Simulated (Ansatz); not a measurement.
Relaxation of O3 (3 atoms, charge 0, multiplicity 1), to a largest force component of 0.02 eV/Å in at most 40 steps.

Method: Ansatz, RKS BHLYP/def2-SVP.

```xyz
3
Properties=species:S:1:pos:R:3:forces:R:3
O 0.852 -0.547 0.410 -1.18 0.69 -0.57
O -0.222 -0.308 -0.155 0.37 0.50 0.26
O -0.630 0.855 -0.255 0.81 -1.19 0.32
```

Problem. Where does it end, and by what steps?

Solution. It converged. After 2 steps the energy has fallen by 0.035 eV; O1 moved furthest, 0.03 Å.

```csv
step,energy less start (eV),largest force component (eV/Å),accepted
0,0.0000,1.188,yes
1,-0.0320,0.366,yes
2,-0.0347,0.019,yes
```

```xyz
3
Properties=species:S:1:pos:R:3
O 0.835 -0.529 0.403
O -0.224 -0.311 -0.156
O -0.611 0.840 -0.247
```

Whether the end is a true minimum wasn't checked by a vibrational analysis.

Time of the run: 3.8 s on 1 thread of Arm Neoverse N1, with other jobs on the host, peak memory 0.096 GiB.
